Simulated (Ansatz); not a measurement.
doublet BN(-): levels of theory in one basis

```xyz
2

B     0.0000    0.0000   -0.6381
N     0.0000    0.0000    0.6381
```

Basis set: def2-SVP (spherical functions). Frozen core: 2 orbitals. Correlation on ROHF uses semicanonical orbitals with singles. Charge -1, multiplicity 2.

Computed with Ansatz (development build ahead of 0.2.0); each method stands on the lowest determinant of its kind that the runs found.

```csv
method,E − E(ROHF) (eV),<S²> of the determinant
ROHF,0.00,0.75
UHF,-0.41,1.23
UHF-MP2,-5.94,1.23
ROHF-CCSD(T),-7.23,–
UHF-CCSD(T),-7.18,1.23
```

Task: What does ROHF-MP2 give on the same scale?

Result: -6.68 eV.

Task: Is a single determinant a sound starting point here?

Result: It is doubtful. Unrestricted orbitals lower Hartree–Fock by 0.41 eV and <S²> is 1.23 where a pure state has 0.75, a sign of strong static correlation.

Caution: no diffuse functions for an anion. Caution for UHF, UHF-MP2, UHF-CCSD(T): the unrestricted determinant is spin contaminated.
